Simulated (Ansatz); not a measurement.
CaSe (rock salt): values from a third-order Birch-Murnaghan fit to a volume scan beside measured ones. Computed values: r2SCAN (plane waves to 500 eV, PAW, scalar-relativistic; Ansatz, an electronic-structure program). CaSe was relaxed with its symmetry unable to fall.

```
quantity                reference                                    kind
----------------------  ---------  --------------------------------------
Lattice constant a (Å)      5.916  measured, room temperature or unstated
Bulk modulus B₀ (GPa)          51  measured, room temperature or unstated
```

References as given in: M J Lucero, T M Henderson, G E Scuseria, Journal of Physics Condensed Matter (2012), arXiv:1111.4515; S. C. Rakesh Roshan, N. Yedukondalu, Rajmohan Muthaiah et al., ACS Applied Energy Materials (2021), arXiv:2110.13857. Values not taken to low temperature hold thermal and zero-point shifts that a static calculation lacks, so small differences there are no errors of the method.

What does r2SCAN give, and how far is that from the reference?


```
quantity                r2SCAN  difference
----------------------  ------  ----------
Lattice constant a (Å)   5.935      +0.3 %
Bulk modulus B₀ (GPa)     52.0      +1.9 %
```



(A scan under strain: stresses follow from slopes of the energy per volume, elastic moduli from its curvatures.)
